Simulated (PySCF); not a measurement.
**One shape, several levels: CH4OSi (SMILES CO[SiH])**

We compute a comparison of 6 runs (B2PLYP/aug-cc-pVDZ, B3LYP/aug-cc-pVDZ, M06-L/aug-cc-pVDZ, PBE/aug-cc-pVDZ, PBE0/aug-cc-pVDZ, wB97X/aug-cc-pVDZ) of CH4OSi. 

The results are computed with PySCF 2.14.0.

**1. The system as given**

CH4OSi has 7 atoms, charge 0, and is taken as a singlet. SMILES: `CO[SiH]`. The C1–H5 distance was set to 1.643 Å, away from the relaxed value. At this shape a bond of the SMILES string is far longer than usual.

Bond lengths: C1–O2 1.410 Å, O2–Si3 1.639 Å, C1–H4 1.092 Å, C1–H6 1.092 Å, Si3–H7 1.552 Å. Angles: C1–O2–Si3 130.6°, O2–C1–H4 109.2°, O2–C1–H6 109.2°, O2–Si3–H7 97.1°, H4–C1–H6 108.5°. A long bond or contact: C1–H5 1.643 Å.

**2. A single-point energy at B2PLYP/aug-cc-pVDZ (run 1)**

input.py

```python
from pyscf import gto, dft, mp

mol = gto.M(
    atom=[
    ('C', (-0.990525, 0.454498, -0.073386)),
    ('O', (-0.921325, -0.477502, 0.982714)),
    ('Si', (0.318775, -1.418302, 1.495014)),
    ('H', (-1.774525, 0.149798, -0.770386)),
    ('H', (0.443800, 0.547500, -0.868700)),
    ('H', (-1.247425, 1.436498, 0.330514)),
    ('H', (1.363575, -0.946602, 0.449214)),
],
    verbose=3,
    max_memory=1860,
    spin=0,
    basis='aug-cc-pvdz',
)

ks = dft.RKS(mol)
ks.xc = '0.53*HF + 0.47*B88, 0.73*LYP'
ks.grids.level = 5
ks.conv_tol = 1e-10
ks.kernel()
if not ks.converged:
    ks = ks.newton().run(ks.mo_coeff, ks.mo_occ)

pt = mp.MP2(ks, frozen=7).run()
e_tot = ks.e_tot + 0.27 * pt.e_corr
print('PT2 part  %.8f' % (0.27 * pt.e_corr))
print('Final energy', e_tot)
```

Run with:

```bash
$ OMP_NUM_THREADS=1 python input.py
```

Log:

```text
converged SCF energy = -404.756260639639
E(RMP2) = -405.317189039374  E_corr = -0.560928399734775
E(SCS-RMP2) = -405.316622179791  E_corr = -0.560361540151967
PT2 part  -0.15145067
Final energy -404.90771130756787
```

It took 20 s on 1 thread of Intel Xeon at 2.70GHz, shared host; peak memory 0.56 GiB.

**3. The energy at B3LYP/aug-cc-pVDZ (run 2)**

calc.py

```python
from pyscf import gto, dft

mol = gto.Mole()
mol.atom = '''
C     -0.990525     0.454498    -0.073386
O     -0.921325    -0.477502     0.982714
Si     0.318775    -1.418302     1.495014
H     -1.774525     0.149798    -0.770386
H      0.443800     0.547500    -0.868700
H     -1.247425     1.436498     0.330514
H      1.363575    -0.946602     0.449214
'''
mol.charge = 0
mol.basis = 'aug-cc-pvdz'
mol.verbose = 3
mol.max_memory = 1860
mol.build()

myscf = dft.RKS(mol, xc='b3lyp')
myscf.grids.level = 5
myscf.conv_tol = 1e-10
myscf.kernel()
if not myscf.converged:
    myscf = myscf.newton().run(myscf.mo_coeff, myscf.mo_occ)

e_tot = myscf.e_tot
print('E(%s) = %.9f' % ('B3LYP', e_tot))
```

Run with:

```bash
$ OMP_NUM_THREADS=1 python calc.py
```

Log:

```text
converged SCF energy = -405.164075842173
E(B3LYP) = -405.164075842
```

Wall time 20 s (1 thread of Intel Xeon at 2.70GHz, shared host); peak memory 0.56 GiB.

**4. The energy at M06-L/aug-cc-pVDZ (run 3)**

calc.py

```python
from pyscf import gto, dft

molecule = gto.M(
    atom='''
C     -0.990525     0.454498    -0.073386
O     -0.921325    -0.477502     0.982714
Si     0.318775    -1.418302     1.495014
H     -1.774525     0.149798    -0.770386
H      0.443800     0.547500    -0.868700
H     -1.247425     1.436498     0.330514
H      1.363575    -0.946602     0.449214
''',
    basis='aug-cc-pvdz',
    verbose=3,
    spin=0,
    max_memory=1860,
    charge=0,
)

calc0 = dft.RKS(molecule, xc='m06-l')
calc0.grids.level = 5
calc0.conv_tol = 1e-10
calc0.kernel()
if not calc0.converged:
    calc0 = calc0.newton().run(calc0.mo_coeff, calc0.mo_occ)

e_tot = calc0.e_tot
print(f'total energy: {e_tot:.8f} hartree')
```

Run with:

```bash
$ OMP_NUM_THREADS=1 python calc.py
```

Log:

```text
converged SCF energy = -405.115430156796
total energy: -405.11543016 hartree
```

Wall time 37 s (1 thread of Intel Xeon at 2.70GHz, shared host); peak memory 0.62 GiB.

Runs 4 to 5 aren't shown in full; the table further down has their settings and results.

**5. The energy at wB97X/aug-cc-pVDZ (run 6)**

calc.py

```python
from pyscf import gto, dft

system = gto.M(
    atom='''
C     -1.871821     0.858877    -0.138679
O     -1.741052    -0.902348     1.857060
Si     0.602397    -2.680202     2.825167
H     -3.353366     0.283077    -1.455819
H      0.838660     1.034625    -1.641605
H     -2.357292     2.714588     0.624581
H      2.576783    -1.788819     0.848891
''',
    verbose=3,
    unit='bohr',
    max_memory=1860,
    basis='aug-cc-pvdz',
)

mf = dft.RKS(system, xc='wb97x')
mf.grids.level = 5
mf.conv_tol = 1e-10
mf.kernel()
if not mf.converged:
    mf = mf.newton().run(mf.mo_coeff, mf.mo_occ)

e_tot = mf.e_tot
print(f'total energy: {e_tot:.8f} hartree')
```

Run with:

```bash
$ OMP_NUM_THREADS=1 python calc.py
```

Log:

```text
converged SCF energy = -405.096359816381
total energy: -405.09635982 hartree
```

Wall time 33 s (1 thread of Intel Xeon at 2.70GHz, shared host); peak memory 0.56 GiB.

**6. Overview of the runs**

| run | level | frozen core orbitals | energy (Eh) | dipole moment (D) | HOMO energy (eV) | LUMO energy (eV) | wall time |
| --- | --- | --- | --- | --- | --- | --- | --- |
| 1 | B2PLYP/aug-cc-pVDZ | 7 | -404.907711 | 1.19 | -7.52 | -0.99 | 20 s |
| 2 | B3LYP/aug-cc-pVDZ | – | -405.164076 | 1.13 | -6.46 | -2.34 | 20 s |
| 3 | M06-L/aug-cc-pVDZ | – | -405.115430 | 1.18 | -5.74 | -2.65 | 37 s |
| 4 | PBE/aug-cc-pVDZ | – | -404.857221 | 1.20 | -5.58 | -3.00 | 20 s |
| 5 | PBE0/aug-cc-pVDZ | – | -404.882827 | 1.23 | -6.62 | -2.15 | 19 s |
| 6 | wB97X/aug-cc-pVDZ | – | -405.096360 | 1.29 | -8.91 | -0.09 | 33 s |

**7. What came out**

| quantity | value |
| --- | --- |
| run 6: total energy | -405.09636 Eh |
| run 6: dipole moment | 1.29 D |
| run 6: HOMO energy | -8.91 eV |
| run 6: LUMO energy | -0.09 eV |
| run 6: HOMO–LUMO gap | 8.82 eV |

In words: The dipole moment (its size) runs from 1.13 D (B3LYP/aug-cc-pVDZ) to 1.29 D (wB97X/aug-cc-pVDZ). The HOMO–LUMO gap runs from 2.58 eV (PBE/aug-cc-pVDZ) to 8.82 eV (wB97X/aug-cc-pVDZ). Totals of different functionals can't be ranked against each other. All runs together took 2.5 min, the longest 37 s.
